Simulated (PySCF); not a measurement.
# CH5B: the cost of one run

Computed with PySCF 2.14.0, with density-fitted response routines of our own, on a single molecule in the gas phase. Atoms are numbered from 0 throughout.

### 1 The molecule as given

7 atoms, charge 0, multiplicity 1; geometry from: GFN2-xTB. The atoms were then displaced at random by about 0.01 Å, so the start is not that level's minimum.

Bonds of the start (Å): B0–C1 1.59, B0–H2 1.13, B0–H3 1.20, C1–H4 1.08, C1–H5 1.08, C1–H6 1.08.

### 2 Relaxing the molecule at PBE0-D3(BJ)/def2-SVP

The job: settings as JSON, then the geometry in Å.

```
{"job": {"xc": "PBE0", "basis": "def2-SVP", "d3": "d3bj", "grid": 1, "shake": 0.01, "kind": "geom"}, "charge": 0, "multiplicity": 1}
B      0.915510     0.071220     0.004110
C     -0.663190    -0.107230    -0.013980
H      1.608280    -0.809490    -0.123570
H      1.363200     1.178210     0.124350
H     -1.095160     0.267290     0.904010
H     -0.993370    -1.124400    -0.143740
H     -1.101310     0.495300    -0.801110
```

Command:

```
$ OMP_NUM_THREADS=1 python probes_run.py task.json out
```

The driver reads the jobs from task.json and runs them one after another.

**Question.** How long does this first job take on 1 thread of Arm Neoverse N1, shared host, and how much memory does it need?

About 5.7 s, with a peak of 0.27 GiB.
